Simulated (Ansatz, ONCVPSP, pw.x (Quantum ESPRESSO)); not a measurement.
**Equation-of-state test of one ONCV potential (Ba)**

```json
{"Element": "barium", "Generator": "ONCVPSP 4.0.1", "Type": "optimised norm-conserving Vanderbilt (ONCV)", "Functional": "PBE", "Relativity": "scalar-relativistic", "Frozen core": "[Kr] 4d10", "Valence charge": "10", "Reference configuration": "5s2 5p6 6s2", "Partial waves": "5s+6s: rc 2.60 bohr, ncon 4, nbas 7, qcut 5.7 1/bohr, 2 projectors; 5p: rc 2.50 bohr, ncon 4, nbas 8, qcut 6.4 1/bohr, 2 projectors, debl 3.4 Ha; d scattering state at 0.18 Ha: rc 2.10 bohr, ncon 3, nbas 6, qcut 4.8 1/bohr, 1 projector", "Local potential": "polynomial inside 1.90 bohr (lpopt 2, dvloc0 0 Ha)", "Core correction": "Teter function, fcfact 2.25, rcfact 1.15"}
```

In the d channel the program set the typed energies aside and used 0.050 Ha.

Crystal test: bcc Ba in pw.x 7.5, no spin, 9³ k-points, Fermi–Dirac smearing 0.01 Ry, cutoffs 50/200 Ry. The lattice is a test structure that the element need not adopt, and mesh and smearing are coarse.

pw.x input:

```
&control
  calculation='scf', prefix='x', pseudo_dir='./', outdir='./tmp', tstress=.true., disk_io='none'
/
&system
  ibrav=0, nat=1, ntyp=1, ecutwfc=50, ecutrho=200, nbnd=12,
  occupations='smearing', smearing='fd', degauss=0.01
/
&electrons
  conv_thr=1e-09, mixing_beta=0.4, electron_maxstep=70
/
ATOMIC_SPECIES
Ba 1.0 Ba.UPF
CELL_PARAMETERS angstrom
  -2.51468688 2.51468688 2.51468688
  2.51468688 -2.51468688 2.51468688
  2.51468688 2.51468688 -2.51468688
ATOMIC_POSITIONS crystal
Ba 0.0000 0.0000 0.0000
K_POINTS automatic
9 9 9 0 0 0
```

```bash
pw.x < Ba.scf.in > Ba.scf.out
```

**Question.** How does the run end?

**Answer.** It converges; the pressure is 0.03 GPa against 0.01 GPa from all-electron LAPW.  The log shows:

```
     using ibrav=0 with symmetry is DISCOURAGED, use correct ibrav instead
     lattice parameter (alat)  =       8.2308  a.u.
     unit-cell volume          =     429.2481 (a.u.)^3
     number of electrons       =        10.00
     number of Kohn-Sham states=           12
     kinetic-energy cutoff     =      50.0000  Ry
     charge density cutoff     =     200.0000  Ry
     scf convergence threshold =      1.0E-09
     Exchange-correlation= PBE
     number of k points=    35  Fermi-Dirac smearing, width (Ry)=  0.0100
     iteration #  1     ecut=    50.00 Ry     beta= 0.40
     total energy              =     -52.65232799 Ry
     estimated scf accuracy    <       0.00096386 Ry
     iteration #  2     ecut=    50.00 Ry     beta= 0.40
     total energy              =     -52.65247760 Ry
     estimated scf accuracy    <       0.00033481 Ry
     iteration #  3     ecut=    50.00 Ry     beta= 0.40
     total energy              =     -52.65250897 Ry
     estimated scf accuracy    <       0.00001076 Ry
     iteration #  4     ecut=    50.00 Ry     beta= 0.40
     total energy              =     -52.65251082 Ry
     estimated scf accuracy    <       0.00000028 Ry
     iteration #  5     ecut=    50.00 Ry     beta= 0.40
     total energy              =     -52.65251083 Ry
     estimated scf accuracy    <       0.00000014 Ry
     iteration #  6     ecut=    50.00 Ry     beta= 0.40
     the Fermi energy is     5.7855 ev
!    total energy              =     -52.65251086 Ry
     estimated scf accuracy    <          3.3E-10 Ry
     smearing contrib. (-TS)   =      -0.00661485 Ry
     The total energy is F=E-TS. E is the sum of the following terms:
     one-electron contribution =     -14.11352753 Ry
     hartree contribution      =       8.80774859 Ry
     xc contribution           =      -9.04907925 Ry
     ewald contribution        =     -38.29103783 Ry
     convergence has been achieved in   6 iterations
          total   stress  (Ry/bohr**3)                   (kbar)     P=        0.26
     Message from routine punch:
     Nothing written, as per user request (disk_io='none')
```
